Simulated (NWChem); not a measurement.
# SOF2 (thionyl fluoride): CAM-B3LYP/MIDI!

Aim: the vertical ionisation energy of SOF2 (thionyl fluoride) at CAM-B3LYP/MIDI!, from 2 runs. 

The results are computed with NWChem 7.3.0.

**1. Starting point**

SOF2: 4 atoms, total charge 0, spin state singlet. SMILES: `O=S(F)F`. The coordinates come from a PBE0-D4/def2-TZVP relaxation.

Bond lengths: O1–S2 1.419 Å, S2–F3 1.588 Å, S2–F4 1.588 Å. Angles: O1–S2–F3 106.5°, O1–S2–F4 106.4°, F3–S2–F4 93.0°.

**2. A single-point energy at CAM-B3LYP/MIDI!**

The input, f2os.nw:

```
start f2os
title "F2OS"
memory stack 880 mb heap 220 mb global 1100 mb
charge 0

geometry units angstrom noautosym nocenter noautoz
 O     0.932400    0.066600   -1.017800
 S    -0.151300   -0.426200   -0.245700
 F    -1.124400    0.804200    0.000400
 F     0.343300   -0.444600    1.263100
end

basis spherical bse
 * library "MIDI!"
end

dft
 xc xcamb88 1.00 lyp 0.81 vwn_5 0.19 hfexch 1.00
 cam 0.33 cam_alpha 0.19 cam_beta 0.46
 grid fine
 convergence energy 1e-08
 direct
 maxiter 100
 mulliken
 noprint "final vectors analysis"
end

task dft energy
```

Started as:

```console
$ nwchem f2os.nw > f2os.out
```

The program printed:

```text
[...]
          Wavefunction type:  closed shell.
          No. of atoms     :     4
          No. of electrons :    42
[...]
          Charge           :     0
          Spin multiplicity:     1
[...]
          AO basis - number of functions:    60
[...]
              XC Information
              --------------
                     Hartree-Fock (Exact) Exchange  1.000
                   CAM-Becke88 Exchange Functional  1.000
                      VWN V Correlation Functional  0.190 local
              Lee-Yang-Parr Correlation Functional  0.810
[...]
 d= 0,ls=0.0,diis     1   -669.3176750518 -8.63D+02  2.91D-02  1.38D+00     1.5
[...]
 d= 0,ls=0.0,diis     9   -669.4725956498 -4.06D-09  1.24D-06  6.83D-09    12.0
         Total DFT energy =     -669.472595649806
      One electron energy =    -1311.396509767449
           Coulomb energy =      502.945276152465
    Exchange-Corr. energy =      -54.950893214822
 Nuclear repulsion energy =      193.929531180000
[...]
      Total Density - Mulliken Population Analysis
     ---------------------------------------------
    Atom       Charge   Shell Charges
 -----------   ------   -------------------------------------------------------
    1 O    8     8.13   1.99  1.02  0.76  2.04  2.29  0.03
    2 S   16    15.55   2.00  2.00  1.26  0.46  5.93  1.99  1.18  0.74
    3 F    9     9.16   1.99  1.05  0.87  2.42  2.81  0.01
    4 F    9     9.16   1.99  1.05  0.87  2.42  2.81  0.01
[...]
```

Run time: 13 s. Hardware: 1 thread of Intel Xeon Platinum 8259CL at 2.50GHz (Skylake/Cascade Lake), shared host; peak memory 0.11 GiB.

**3. The doublet cation at the same level**

The input, sp.nw:

```
start sp
memory stack 880 mb heap 220 mb global 1100 mb
charge 1

geometry units bohr noautosym nocenter noautoz
  O    1.76198064   0.12585576  -1.92336325
  S   -0.28591556  -0.80540127  -0.46430571
  F   -2.12480805   1.51971775   0.00075589
  F    0.64874298  -0.84017224   2.38691307
end

basis spherical bse
  * library "MIDI!"
end

dft
  xc xcamb88 1.00 lyp 0.81 vwn_5 0.19 hfexch 1.00
  cam 0.33 cam_alpha 0.19 cam_beta 0.46
  mult 2
  grid fine
  convergence energy 1e-08
  direct
  iterations 100
  mulliken
  print low
end

task dft
```

Started as:

```console
$ nwchem sp.nw > sp.out
```

The program printed:

```text
[...]
 d= 0,ls=0.0,diis     1   -668.8346591775 -8.63D+02  1.42D-02  4.47D-01     1.7
[...]
 d= 0,ls=0.0,diis    14   -669.0292802591 -9.85D-10  2.45D-07  1.74D-10    21.6
[...]
         Total DFT energy =     -669.029280259095
      One electron energy =    -1297.026765420369
           Coulomb energy =      488.497026054938
    Exchange-Corr. energy =      -54.429058169975
 Nuclear repulsion energy =      193.929517276310
[...]
      Total Density - Mulliken Population Analysis
     ---------------------------------------------
    Atom       Charge   Shell Charges
 -----------   ------   -------------------------------------------------------
    1 O    8     7.78   1.99  1.08  0.72  1.99  1.97  0.04
    2 S   16    15.26   2.00  2.00  1.29  0.27  5.93  2.07  1.00  0.70
    3 F    9     8.98   1.99  1.08  0.85  2.39  2.66  0.01
    4 F    9     8.98   1.99  1.08  0.85  2.39  2.66  0.01
[...]
      <S2> =      0.7634 (Exact =     0.7500)
[...]
```

Run time: 22 s. Hardware: 1 thread of Intel Xeon Platinum 8259CL at 2.50GHz (Skylake/Cascade Lake), shared host; peak memory 0.11 GiB.

**4. Results**

At CAM-B3LYP/MIDI!:

| quantity | value |
| --- | --- |
| singlet SOF2: total energy | -669.47260 Eh |
| singlet SOF2: dipole moment | 1.16 D |
| doublet cation: total energy | -669.02928 Eh |
| doublet cation: ⟨S²⟩ | 0.763 |
| vertical ionisation energy (to the doublet cation) | 12.063 eV |

**Reading.** Removing an electron at fixed nuclei costs 12.06 eV (278 kcal/mol). Mulliken charges (singlet SOF2) run from -0.16 on F3 to +0.45 on S2. Mulliken charges (doublet cation) run from +0.02 on F3 to +0.74 on S2.
